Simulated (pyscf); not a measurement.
Optimised with ωB97X-D3(BJ)/def2-SVP in PySCF. Correlated levels are frozen-core, on RHF or UHF. ΔMP2 is the change of the MP2 total energy from the triple- to the quadruple-zeta basis.

Q: For H₂C=C=CH₂ (SMILES C=C=C) + HCl (SMILES Cl) → H₂C=C(CH₃)–Cl (SMILES C=C(C)Cl), an addition across a multiple bond or ene-type step (singlet surface; Cl–H broken, C–H, C–Cl formed), PBE/def2-TZVP gives ΔE‡ = 127.4 kJ/mol and ΔE = -130.3 kJ/mol (zero: the separated reactants). In which direction and how far do B3LYP-D3(BJ)/def2-TZVP, ωB97M-D3(BJ)/def2-TZVP, CCSD(T)/def2-TZVPP + ΔMP2(QZVPP) move these?

A: B3LYP-D3(BJ): ΔE‡ = 144.3 kJ/mol, ΔE = -128.1 kJ/mol; ωB97M-D3(BJ): ΔE‡ = 157.3 kJ/mol, ΔE = -133.0 kJ/mol; CCSD(T): ΔE‡ = 170.2 kJ/mol, ΔE = -132.8 kJ/mol. PBE's barrier lies under all of them, by 16.9 to 42.8 kJ/mol. Its reaction energy lies among theirs. Low barriers are usual for a GGA, whose delocalisation error favours stretched bonds. On the product side the descent ends in a point that may be a rotor saddle (no frequency run), 10.3 kJ/mol over the lowest minimum found and 294.1 kJ/mol under the saddle at ωB97X-D3(BJ)/def2-TZVP. At ωB97X-D3(BJ)/def2-TZVP the barrier from the zero used here is 156.0 kJ/mol. One saddle was located; it need not be the lowest between these sides. The CCSD(T) − MP2 part came from Ansatz, without density fitting, on the same reference.
